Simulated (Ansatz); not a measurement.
The input, for Ansatz 0.2.0:

```yaml
crystal:
  periodic: [false, false, false]
  atoms:
    - {symbol: B, position_ang: [0.000000, -0.167255, 0.718068]}
    - {symbol: N, position_ang: [0.000000, 0.058167, -0.514488]}
    - {symbol: H, position_ang: [0.000000, 0.670367, 1.570787]}
    - {symbol: H, position_ang: [0.000000, 0.986486, -0.914700]}
    - {symbol: H, position_ang: [0.000000, -0.671223, -1.208446]}
basis:
  gaussian: {orbitals: 6-31G}
magnetization: {spin_polarized: false, initial_magnetization: 1}
correlation: {method: fic_mrcisd_q_relaxed, electrons: outside_noble_gas, active_space: {window: {electrons: 5, orbitals: 5}}}
```

```sh
$ ansatz run in.yaml --threads 1 --pin off --events-out ev --progress --plain --max-ram 2393MiB
```

Output:

```
354 factors; integrals over basis functions are off by at most 2.6e-4 eV
mean field evaluation 1: about -2196.9503 eV, gradient 2.4e1 eV
mean field evaluation 2: about -2196.9511 eV, gradient 2.4e1 eV
mean field evaluation 4: about -2198.6944 eV, gradient 2.1e0 eV
mean field evaluation 8: about -2198.7141 eV, gradient 4.3e-4 eV
mean field -2198.71407208 eV, -80.8012518070 hartree, gradient 1.3e-6 eV, S^2 0.750000; 0 other end points of the search recorded, 0 dependent functions left out
reference -2198.71407208 eV, -80.8012518070 hartree; 8, 7 occupied and 16, 17 virtual orbitals, 354 factors
state -2199.84527624 eV, -80.8428227932 hartree
contracted CI cycle   1: correlation 0.00000000 eV, 0.0000000000 hartree, residual 1.56e1 eV
contracted CI cycle   2: correlation -3.14860675 eV, -0.1157091640 hartree, residual 3.23e0 eV
contracted CI cycle   3: correlation -3.29785102 eV, -0.1211937898 hartree, residual 1.25e0 eV
contracted CI cycle   4: correlation -3.32103444 eV, -0.1220457645 hartree, residual 4.86e-1 eV
contracted CI cycle   5: correlation -3.32533865 eV, -0.1222039414 hartree, residual 2.01e-1 eV
contracted CI cycle   6: correlation -3.32605534 eV, -0.1222302794 hartree, residual 9.81e-2 eV
...
contracted CI cycle   1: correlation 0.00000000 eV, 0.0000000000 hartree, residual 1.56e1 eV
contracted CI cycle   2: correlation -3.20901974 eV, -0.1179293004 hartree, residual 3.39e0 eV
contracted CI cycle   3: correlation -3.37346313 eV, -0.1239724833 hartree, residual 1.23e0 eV
contracted CI cycle   4: correlation -3.39560892 eV, -0.1247863260 hartree, residual 4.68e-1 eV
contracted CI cycle   5: correlation -3.39942667 eV, -0.1249266259 hartree, residual 1.58e-1 eV
contracted CI cycle   6: correlation -3.39984466 eV, -0.1249419867 hartree, residual 6.88e-2 eV
contracted CI cycle   7: correlation -3.39991602 eV, -0.1249446093 hartree, residual 2.86e-2 eV
contracted CI cycle   8: correlation -3.39992999 eV, -0.1249451226 hartree, residual 1.04e-2 eV
contracted CI cycle   9: correlation -3.39993193 eV, -0.1249451938 hartree, residual 3.67e-3 eV
contracted CI cycle  10: correlation -3.39993216 eV, -0.1249452024 hartree, residual 1.42e-3 eV
state -2199.76715317 eV, -80.8399518231 hartree; corrected -2203.35730298 eV, -80.9718873952 hartree
state -2199.76715317 eV, -80.8399518231 hartree; corrected -2203.35730298 eV, -80.9718873952 hartree
the orbitals are reached from a further start. From the first start the search ends at -2199.84527548 eV, -80.8428227653 hartree
WARN: the results are in doubt because another end's mean lies 0.078 eV lower, and its corrected mean 0.007 eV higher
Total energy: -2203.35730298 eV, -80.9718873952 hartree
In doubt: another end's mean lies 0.078 eV lower, and its corrected mean 0.007 eV higher
```

Natural occupations: 1.9876 1.9743 1.0001 0.0257 0.0123.

Ran on 1 thread of Intel Xeon Platinum 8259CL, shared host: 2.3 s wall, 0.11 GiB peak host memory.
